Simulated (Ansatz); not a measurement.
in.yaml

```yaml
crystal:
  periodic: [false, false, false]
  atoms:
    - {symbol: Si, position_ang: [-0.018261, 0.000000, 0.580059]}
    - {symbol: B, position_ang: [0.127982, -0.000001, -1.510314]}
    - {symbol: H, position_ang: [0.661937, -1.230696, 1.055108]}
    - {symbol: H, position_ang: [0.661938, 1.230696, 1.055107]}
    - {symbol: H, position_ang: [-1.445963, 0.000001, 0.989065]}
    - {symbol: H, position_ang: [-0.370895, -1.096559, -1.531404]}
    - {symbol: H, position_ang: [-0.370894, 1.096559, -1.531405]}
basis:
  gaussian: {orbitals: cc-pVDZ}
total_charge: 1
magnetization: {spin_polarized: false, initial_magnetization: 1}
correlation: {method: mp2, electrons: valence}
accuracy: high
scf: {lower_state_search: full}
output: {forces: true}
```

```sh
$ ansatz run in.yaml --threads 1 --pin off --events-out ev --progress --plain --max-ram 2393MiB
```

Log:

```
1350 factors; integrals over basis functions are off by at most 3.6e-9 eV
mean field evaluation 1: about -8600.2723 eV, gradient 1.3e1 eV
mean field evaluation 2: about -8600.3171 eV, gradient 1.3e1 eV
mean field evaluation 4: about -8601.4655 eV, gradient 1.0e0 eV
mean field evaluation 8: about -8601.4812 eV, gradient 1.1e-1 eV
mean field evaluation 16: about -8601.4820 eV, gradient 2.4e-8 eV
mean field evaluation 32: about -8601.4795 eV, gradient 2.2e-1 eV
mean field evaluation 64: about -8601.3714 eV, gradient 1.2e0 eV
mean field evaluation 96: about -8508.2683 eV, gradient 1.4e2 eV
mean field -8601.48204899 eV, -316.0986350065 hartree, gradient 2.4e-8 eV, S^2 0.750000; 5 other end points of the search recorded, 0 dependent functions left out
6 core orbitals not correlated: weight in the atoms' cores, before any rotation towards them, 1.000 or more for the frozen orbitals, at most 0.000 for the correlated occupied ones
reference -8601.48204899 eV, -316.0986350065 hartree; 6, 5 occupied and 45, 46 virtual orbitals, 1350 factors
second order -4.52759042 eV of doubles, -0.05044866 eV of singles
the calculation of the forces begins
mean field evaluation 128: about -8601.4820 eV, gradient 2.4e-8 eV
Total energy: -8606.06008807 eV, -316.2668748395 hartree
Atom 0 at    -0.018261     0.000000     0.580059 Å, force     0.689768     0.000001     3.145905 eV/Å
Atom 1 at     0.127982    -0.000001    -1.510314 Å, force    -2.739424     0.000001     0.089308 eV/Å
Atom 2 at     0.661937    -1.230696     1.055108 Å, force     0.045021    -0.062962    -0.379270 eV/Å
Atom 3 at     0.661938     1.230696     1.055107 Å, force     0.045021     0.062962    -0.379270 eV/Å
Atom 4 at    -1.445963     0.000001     0.989065 Å, force    -0.167781    -0.000000    -0.779662 eV/Å
Atom 5 at    -0.370895    -1.096559    -1.531404 Å, force     1.063697    -0.362349    -0.848505 eV/Å
Atom 6 at    -0.370894     1.096559    -1.531405 Å, force     1.063698     0.362347    -0.848505 eV/Å
Dipole moment:     0.113174    -0.000000    -0.631696 e Å
```

Forces (eV/Å):
```
Si   0.690  0.000  3.146
B   -2.739  0.000  0.089
H    0.045 -0.063 -0.379
H    0.045  0.063 -0.379
H   -0.168  0.000 -0.780
H    1.064 -0.362 -0.849
H    1.064  0.362 -0.849
```

Ran on 1 thread of Arm Neoverse V1, shared host: 4.5 s wall, 0.19 GiB peak host memory.
